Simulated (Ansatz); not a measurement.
Reaction (SMILES): [CH] (CH) → C atom + H atom
B3LYP-D3(BJ)/def2-TZVP geometries, fixed; electronic energies without zero-point terms.

Basis-set convergence of the atomisation energy at HF with Ansatz (a quantum-chemistry and plane-wave program). All functions are spherical. The T1 diagnostic of CCSD is high for at least one species. An unrestricted Hartree-Fock determinant is markedly spin-contaminated. Open shells are unrestricted. No added dispersion term, no relativity. Functions are those of the species that has most. Reference: the value in aug-cc-pV5Z, 59.02 kcal/mol, itself unsure by roughly 0.06 kcal/mol (its mean distance from pcseg-4, aug-pcseg-3, aug-cc-pVQZ). Deviations are taken from unrounded values.

```
basis        functions
-----------  ---------
def2-SV(P)          16
def2-SVP            19
pcseg-1             19
def2-SVPD           28
def2-TZVP           37
pcseg-2             44
def2-TZVPP          45
def2-TZVPD          46
def2-TZVPPD         54
def2-QZVPP          87
pcseg-3             93
def2-QZVPPD         96
pcseg-4            162
```

Which is the smallest set listed that can be trusted to 2 kcal/mol here, that is, within that of the reference together with its larger relatives (same family, alike in diffuse functions; a set with none to test it counts only in the reference's own line)?

The smallest set listed that lies within 2 kcal/mol of the reference with all its larger relatives (same family, alike in diffuse functions; a set with none counts only in the reference's own line) is def2-SVP (19 functions, -0.56 kcal/mol off), level with pcseg-1. Value minus reference: def2-SV(P) -2.71, def2-SVP -0.56, pcseg-1 -1.72, def2-SVPD 0.18, def2-TZVP -0.55, pcseg-2 -0.26, def2-TZVPP -0.32, def2-TZVPD -0.41, def2-TZVPPD -0.21, def2-QZVPP -0.10, pcseg-3 0.05, def2-QZVPPD -0.05, pcseg-4 0.06 kcal/mol.
